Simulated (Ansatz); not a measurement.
Cl2 (charge +1), a test of scalar relativity

Program: the Ansatz DFT code, driven from Python.

The script reads `cl2.xyz`:
```text
2

Cl    0.00000    0.00000    0.00000
Cl    0.00000    0.00000    2.04000
```

The script, `x2c.py`:
```python
'''Scalar relativity in Cl2(+).'''

import ansatz
import numpy as np

system = ansatz.Crystal.molecule_from_extxyz('cl2.xyz')

job = (
    system.calculation()
    .functional('pbe0', dispersion='d4')
    .charge(1)
    .spin('collinear', total=1)
    .forces()
)
# a set contracted for a scalar-relativistic Hamiltonian goes with the relativistic run
sets = {'none': 'cc-pVTZ', 'scalar': 'cc-pVTZ-DK'}
found = {kind: job.basis(gaussian=basis).pseudopotentials(relativity=kind).run().report for kind, basis in sets.items()}
for kind, each in found.items():
    dipole = 4.803205 * np.linalg.norm(each['charge_distribution']['dipole_moment_e_ang'])
    print(f'{kind:7s} E = {each["free_energy_ev"]:.4f} eV  dipole {dipole:.3f} D  largest force component {np.abs(each["forces_ev_ang"]).max():.4f} eV/A')
print(f'relativity lowers the total energy by {found["none"]["free_energy_ev"] - found["scalar"]["free_energy_ev"]:.3f} eV')
```

```console
$ python x2c.py
none    E = -25025.7052 eV  dipole 0.000 D  largest force component 2.9786 eV/A
scalar  E = -25102.9558 eV  dipole 0.000 D  largest force component 2.9647 eV/A
relativity lowers the total energy by 77.251 eV
```

The settings weren't tested for convergence. The geometry is a force-field or estimated start, not a minimum of this method. The basis set changes with the Hamiltonian (a set recontracted for scalar relativity), and most of the change in the total lies in the cores. The species is open-shell (spin multiplicity 2). An ion's dipole depends on the origin; the program takes it about the centre of nuclear charge. The spin state was assumed, and another may lie lower. Hardware and time: 4.2 s on 1 thread of Arm Neoverse V1, on a shared host, peak memory 0.2 GiB.
